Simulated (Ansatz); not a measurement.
Results of PBE (Ansatz, an electronic-structure program, plane waves, PAW) for rock-salt HfN.

Settings: plane-wave cutoff 520 eV, 16×16×16 k mesh, Fermi–Dirac smearing 0.1 eV, perturbation theory, force constants from a 4×4×4 q mesh, scalar-relativistic PAW data made under PBE.

Quasi-harmonic isothermal bulk modulus against temperature at zero pressure (zero-point motion included); the last value is withheld.

```tsv
T (K)	isothermal bulk modulus (GPa)
300	251.5
400	247.8
500	243.9
600	240.0
700	235.9
800	?
```

Fit a straight line to the rows shown and predict the value at 800 K.

Means: 500 K and 243.82 GPa. Σ(T − T̄)(y − ȳ) = -3900.0 and Σ(T − T̄)² = 100000, so the slope is -0.039 GPa/K. At 800 K: 243.82 + (-0.039) × 300 = 232.1 GPa. The run gives 231.7 GPa.

Anharmonicity beyond the change of volume is left out, and so is the electrons' share.
